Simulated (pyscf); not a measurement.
A first-order saddle from PySCF, ωB97X-D3(BJ)/def2-SVP:

```xyz
10

As    -1.9773    -2.6625     0.5593
H     -0.3487    -1.1102     0.6207
H     -1.5577    -3.5902    -0.5750
H     -3.0438    -1.9774    -0.2913
O     -0.0023    -0.6532    -0.2598
Si    -0.5396     1.0091    -0.4946
H     -0.6496    -1.3917    -0.6798
H     -0.3016     1.2783    -1.9296
H      0.3240     1.8173     0.3942
H     -1.9707     1.0921    -0.1257
```

Surface: singlet, charge 0. Lowest wavenumbers (cm⁻¹): 1155i, 58, 79, 94, 280.

Q: What reaction is this the transition state of?

A: AsH₃ + HO–SiH₃ ⇌ AsH₃ + HO–SiH₃, a four-centre exchange read from left to right: As–H, H–O broken and As–H, H–O formed. At CCSD(T)/def2-TZVPP + ΔMP2(QZVPP) it lies +54.2 kcal/mol from the left side and +54.2 kcal/mol from the right (each side as separated species at their lowest minima found). The same reactants have a lower exit, to H₃Si–AsH₂ + H₂O (barrier +45.4 kcal/mol at ωB97M-D3(BJ)/def2-TZVP, against +53.3 kcal/mol here). One saddle was located; it need not be the lowest between these sides. The CCSD(T) − MP2 part came from Ansatz, without density fitting, on the same reference. The frozen core leaves the outer d or s,p core shells of the metals and heavy elements correlated in the MP2 and CC values, and def2-TZVPP describes them poorly, which can shift differences by a few kcal/mol. Elements up to Kr have no core potential and no relativistic terms here.
